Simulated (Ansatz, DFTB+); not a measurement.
# A small benchmark: dipole moment

8 molecules of light elements (H to F); the dipole moment in D, computed less measured. Shapes, held fixed at every level: PBE0-D4/def2-TZVP. No vibrational averaging. Dipoles are compared by magnitude; molecules under 1 D, whose direction can flip, are left out. Programs: Ansatz 0.2.0, DFTB+ 25.1. Measured values: NIST CCCBDB.

Levels: A = DFTB1; B = PBE-D4/def2-TZVPP; C = r2SCAN-D4/def2-TZVPP; D = wB97M-V/def2-TZVPP.

```
               molecule  measured      A      B      C      D
 HCN (hydrogen cyanide)      2.98  +0.85  -0.06  +0.04  +0.06
          NH3 (ammonia)      1.47  -0.30  +0.10  +0.12  +0.14
      CH2N2 (cyanamide)      4.32  +2.24  +0.28  +0.39  +0.30
   C2H3N (acetonitrile)      3.92  +1.35  +0.02  +0.13  +0.08
     CH5N (methylamine)      1.31  -0.29  -0.06  -0.03   0.00
     C2H7N (SMILES CNC)      1.03  -0.16  -0.16  -0.13  -0.07
C3H6O (propylene oxide)      2.01  +1.87  -0.25  -0.16  -0.08
        C4H5N (pyrrole)      1.84  +2.11  +0.09  +0.10  +0.11
```

**Question.** Sum up the errors.

**Answer.** 
```csv
level,kind,mean error,mean absolute error,worst case
DFTB1,semi-empirical,+0.959,1.146,CH2N2
PBE-D4/def2-TZVPP,GGA,-0.005,0.128,CH2N2
r2SCAN-D4/def2-TZVPP,meta-GGA,+0.058,0.138,CH2N2
wB97M-V/def2-TZVPP,range-separated hybrid,+0.068,0.105,CH2N2
```

On this set wB97M-V/def2-TZVPP has the smallest mean absolute error and DFTB1 the largest. DFTB1 is too high in 5 of 8; wB97M-V/def2-TZVPP is too high in 5 of 8. The tabulated value of C4H5N is in doubt (older tables, estimates, or at odds with other calculations) and kept here. Over the 7 molecules whose values aren't doubted the mean absolute errors are A 1.009; B 0.133; C 0.143; D 0.104. The smallest two are near a tie. The set is small.
